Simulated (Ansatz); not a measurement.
System: C$_{2}$H$_{6}$S, charge 0, singlet. C2H6S (ethanethiol, SMILES C(S)C).
B3LYP-D3(BJ)/def2-TZVP minimum from Ansatz (a program for electronic structure):
```
C
H 1 1.0895
H 1 1.0895 2 108.66
C 1 1.5216 2 110.62 3 -121.62
H 4 1.0912 1 111.13 2 -59.55
H 4 1.0912 5 108.12 1 122.21
H 4 1.0914 5 108.11 6 116.82
S 1 1.8346 2 108.91 3 118.50
H 8 1.3430 1 97.16 2 -59.17
```
Charge 0, spin multiplicity 1.

Quantity: atomisation energy (electronic, to ground-state atoms), in kcal/mol. UHF or UKS for unpaired electrons; spin-orbit terms are left out. CBS(X,Y): correlation extrapolated as X^-3, Hartree-Fock from the larger set. A bracket is a step between two methods taken in the basis named. Functionals run without relativity, which enters their misses. Double hybrids freeze cores in their MP2 part. '+ core + X2C': CCSD(T) terms for core correlation (cc-pwCVTZ, 1s frozen past Ne) and scalar relativity (cc-pVTZ-DK). For partners of very few electrons the exact lower level stands in for a higher one.

CCSD(T)/CBS(cc-pV(T+d)Z,cc-pV(Q+d)Z) + [CCSDT(Q) - CCSD(T)]/cc-pV(D+d)Z + core + X2C (Ansatz) gives 771.3 kcal/mol.

Problem. What does PBE/def2-TZVPD (Ansatz) give here, and how do the other levels compare?

Solution. PBE gives 776.5 kcal/mol, 5.2 kcal/mol above it. Differences of the others: r2SCAN/def2-TZVPD (Ansatz) -2.8; B3LYP/def2-TZVPD (Ansatz) -8.2; PBE0/def2-TZVPD (Ansatz) -2.7; B2PLYP/def2-TZVPD (Ansatz) -13.9; CCSD(T)/CBS(cc-pV(T+d)Z,cc-pV(Q+d)Z) + core + X2C (Ansatz) -0.4 kcal/mol. Nearer than PBE: r2SCAN/def2-TZVPD, PBE0/def2-TZVPD, CCSD(T)/CBS(cc-pV(T+d)Z,cc-pV(Q+d)Z) + core + X2C.
